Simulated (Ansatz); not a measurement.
Ansatz (a quantum-chemistry and plane-wave program) input:
A basis named .json is the Basis Set Exchange file of that set.

Ansatz 0.2 input:
```yaml
crystal:
  periodic: [false, false, false]
  atoms:
    - {symbol: C, position_ang: [-0.04018470, 1.15654088, 0.00773656]}
    - {symbol: S, position_ang: [-0.05235919, -0.66642908, -0.00484680]}
    - {symbol: H, position_ang: [1.27920297, -0.84038919, 0.00081397]}
    - {symbol: H, position_ang: [-1.08380254, 1.46636619, 0.00449144]}
    - {symbol: H, position_ang: [0.43713012, 1.54268855, 0.90584820]}
    - {symbol: H, position_ang: [0.44632472, 1.55495443, -0.88002423]}
basis:
  gaussian:
    orbitals: cc-pV_T+d_Z.json
    fitting: {mean_field: def2-universal-jkfit, correlation: cc-pVTZ-RIFIT.json}
magnetization: {spin_polarized: false}
correlation: {method: mp2, electrons: outside_noble_gas}
```

Problem. Which total energy does the run end on?

Solution. -438.12187 Eh (RI-MP2/cc-pV(T+d)Z). The basis has 125 functions.
